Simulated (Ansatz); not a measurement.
How methods differ on BNH4 (BH2(NH2))

The species is BNH4 (6 atoms), meant as a singlet with charge 0. SMILES: `[H]B([H])N`. The coordinates come from a GFN2-xTB relaxation.

```xyz
6

B     0.3419    0.5951    0.0037
H     1.3301    0.6743    0.6274
H    -0.0786    1.4968   -0.6141
N    -0.3454   -0.5987   -0.0039
H    -1.1993   -0.7506   -0.5151
H    -0.0488   -1.4170    0.5020
```

Quantity: the energy change with the B1–H2 bond stretched from 1.171 to 1.757 Å, in eV. The values are calculated.

```tsv
level	kind	program	value (eV)	less FCI/STO-3G	CPU time (all runs)
HF/STO-3G (restricted)	Hartree–Fock	Ansatz	3.17	+0.79	0.12 s
SVWN5/STO-3G (restricted)	LDA	Ansatz	2.49	+0.11	1.1 s
revPBE/STO-3G (restricted)	GGA	Ansatz	2.35	-0.03	1.6 s
PBE0/STO-3G (restricted)	global hybrid	Ansatz	2.64	+0.26	1.6 s
wB97X/STO-3G (restricted)	range-separated hybrid	Ansatz	2.69	+0.31	7 s
MP2/STO-3G (restricted)	perturbation theory	Ansatz	2.73	+0.35	0.14 s
CCSD(T)/STO-3G (restricted)	coupled cluster or CI	Ansatz	2.39	+0.01	0.2 s
CCSDT/STO-3G (restricted)	coupled cluster or CI	Ansatz	2.38	0.00	0.38 s
FCI/STO-3G	exact in the basis	Ansatz	2.38	0.00	7.5 s
```

FCI/STO-3G is exact within its basis and frozen core, so for wave-function methods in that basis the difference is their error; functionals converge differently with the basis, so for them it is only a difference. Spin-restricted single references rise too steeply as a bond breaks, Hartree–Fock most of all. The first shape isn't each level's own minimum. The values span 2.35 to 3.17 eV. All rows use very small basis sets, so even the best lies far from the true value. CPU times are rough (shared hosts, several kinds of processor): they show what a rung costs within a factor of a few.
